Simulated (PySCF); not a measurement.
C6H8.
Geometry (PBE0-D3(BJ)/def2-SVP, Å), atoms numbered from 1 in this order:
```xyz
14
C6H8 angstrom
C      1.543    0.116   -0.180
C      0.965   -1.082   -0.019
C     -0.454   -0.948    0.409
C     -1.353   -0.251   -0.581
C     -0.697    0.545    0.504
C      0.617    1.246    0.193
H      2.558    0.277   -0.551
H      1.445   -2.044   -0.210
H     -0.890   -1.661    1.115
H     -2.431   -0.416   -0.492
H     -0.988   -0.148   -1.608
H     -1.335    0.952    1.292
H      0.998    1.798    1.071
H      0.517    1.988   -0.618
```

The calculation used core-valence-separated Tamm–Dancoff BHandHLYP/aug-pcX-1 (pcseg-1 on H) in PySCF, non-relativistic, gas phase, PBE0-D3(BJ)/def2-SVP geometry. No empirical shift is added; at this level the pattern usually sits a few eV under experiment.

Task: List the carbon K-edge absorption lines.

Result: 
```json
{"E (eV)": "282.73", "f": "0.0559", "core hole on": "C1", "main final orbital": "LUMO+4 (43 %)", "polarisation": "normal to the local trigonal plane"}
{"E (eV)": "282.79", "f": "0.0638", "core hole on": "C2", "main final orbital": "LUMO+4 (50 %)", "polarisation": "normal to the local trigonal plane"}
{"E (eV)": "285.68", "f": "0.0087", "core hole on": "C6", "main final orbital": "LUMO+1 (35 %)", "polarisation": "–"}
{"E (eV)": "285.69", "f": "0.0110", "core hole on": "C4", "main final orbital": "LUMO (48 %)", "polarisation": "–"}
{"E (eV)": "285.69", "f": "0.0164", "core hole on": "C1", "main final orbital": "LUMO (30 %)", "polarisation": "in the local trigonal plane"}
{"E (eV)": "285.74", "f": "0.0050", "core hole on": "C3", "main final orbital": "LUMO+4 (37 %)", "polarisation": "–"}
{"E (eV)": "285.75", "f": "0.0095", "core hole on": "C6", "main final orbital": "spread", "polarisation": "–"}
{"E (eV)": "285.77", "f": "0.0174", "core hole on": "C5", "main final orbital": "LUMO (50 %)", "polarisation": "–"}
{"E (eV)": "285.79", "f": "0.0159", "core hole on": "C2", "main final orbital": "LUMO+3 (35 %)", "polarisation": "in the local trigonal plane"}
{"E (eV)": "285.87", "f": "0.0321", "core hole on": "C4", "main final orbital": "spread", "polarisation": "–"}
{"E (eV)": "285.88", "f": "0.0112", "core hole on": "C3", "main final orbital": "spread", "polarisation": "–"}
{"E (eV)": "286.16", "f": "0.0189", "core hole on": "C5", "main final orbital": "LUMO+4 (33 %)", "polarisation": "–"}
{"E (eV)": "286.19", "f": "0.0220", "core hole on": "C4", "main final orbital": "spread", "polarisation": "–"}
{"E (eV)": "286.36", "f": "0.0237", "core hole on": "C6", "main final orbital": "LUMO+4 (33 %)", "polarisation": "–"}
{"E (eV)": "286.74", "f": "0.0008", "core hole on": "C4", "main final orbital": "spread", "polarisation": "–"}
{"E (eV)": "286.78", "f": "0.0018", "core hole on": "C1", "main final orbital": "LUMO+3 (30 %)", "polarisation": "in the local trigonal plane"}
{"E (eV)": "286.83", "f": "0.0017", "core hole on": "C2", "main final orbital": "spread", "polarisation": "mixed"}
{"E (eV)": "286.87", "f": "0.0103", "core hole on": "C5", "main final orbital": "LUMO+1 (36 %)", "polarisation": "–"}
{"E (eV)": "286.87", "f": "0.0016", "core hole on": "C1", "main final orbital": "LUMO+2 (57 %)", "polarisation": "normal to the local trigonal plane"}
{"E (eV)": "286.90", "f": "0.0059", "core hole on": "C5", "main final orbital": "LUMO+2 (65 %)", "polarisation": "–"}
{"E (eV)": "286.94", "f": "0.0018", "core hole on": "C6", "main final orbital": "LUMO+3 (57 %)", "polarisation": "–"}
{"E (eV)": "286.96", "f": "0.0032", "core hole on": "C3", "main final orbital": "LUMO+3 (44 %)", "polarisation": "–"}
{"E (eV)": "286.97", "f": "0.0002", "core hole on": "C2", "main final orbital": "LUMO+2 (55 %)", "polarisation": "–"}
{"E (eV)": "287.00", "f": "0.0007", "core hole on": "C1", "main final orbital": "LUMO+4 (31 %)", "polarisation": "–"}
{"E (eV)": "287.03", "f": "0.0031", "core hole on": "C4", "main final orbital": "spread", "polarisation": "–"}
{"E (eV)": "287.03", "f": "0.0317", "core hole on": "C3", "main final orbital": "spread", "polarisation": "–"}
{"E (eV)": "287.03", "f": "0.0088", "core hole on": "C2", "main final orbital": "LUMO (30 %)", "polarisation": "normal to the local trigonal plane"}
```

The first line with a tenth or more of the strongest one's intensity is at 282.73 eV (f = 0.056), with the hole on C1 (alkene CH carbon), polarised normal to the local trigonal plane: a 1s→π* resonance. The strongest listed is at 282.79 eV (f = 0.064; C2, 1s→π*).

Roots within 0.03 eV whose holes lie on the same, on equivalent or on shared atoms are summed into one line, and the highest roots are left out, as the search may have cut off their partners. Final orbitals are the ground state's empty Kohn–Sham orbitals. A dash: too weak, shared between unlike atoms, or no plane or axis to refer to.

Task: What are the wavelength and the wavenumber of the 285.69 eV line?

Result: λ = 12398.42 eV Å/285.69 eV = 43.398 Å; 2.3042 × 10⁶ cm⁻¹.

The list ends where the root search ended, not at a threshold.
